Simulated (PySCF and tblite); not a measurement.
The numbers below are computed, except where a source is named.
C5H10O, numbered as in [CH3:1][C:2](=[O:3])[CH:4]([CH3:5])[CH3:6].

Level: B97-D-D3(BJ)/6-311G**//PBE0-D3(BJ)/def2-SVP, thermal terms from GFN2-xTB, symmetry numbers and mirror pairs counted. Conformers within 3 kcal/mol (GFN2-xTB free energy) were kept, 4 at most. GIAO shieldings: wB97X-D/pcSseg-1, starting guess atom. Shifts are against TMS (¹H), TMS (¹³C) at the same level. Codes: tblite and PySCF.

Torsions listed: O3–C2–C4–C5. Of a mirror pair one member is shown.

```
conformer  shape   symmetry  E(GFN2) kcal/mol  E(DFT) kcal/mol
        1   -95°  C1 (pair)              0.00             0.00
        2   136°  C1 (pair)              0.12             0.82
```

Question: How much do the weights at 298.15 K and the averaged shift of C1 depend on how the conformers are weighted?

Answer: 
```tsv
weighting	1 (%)	2 (%)	δ (ppm)	rms dipole (D)
DFT energy with thermal terms, symmetry and mirror images (full scheme)	88	12	29.9	2.63
DFT energy with symmetry and mirror images	80	20	29.5	2.64
bare DFT energy	80	20	29.5	2.64
GFN2-xTB energy with symmetry and mirror images	55	45	28.2	2.66
GFN2-xTB free energy	70	30	29.0	2.65
leading conformer alone	100	0	30.5	2.62
equal weights	50	50	28.0	2.67
```

The largest departure from the full scheme, 2.0 ppm, comes with: equal weights.
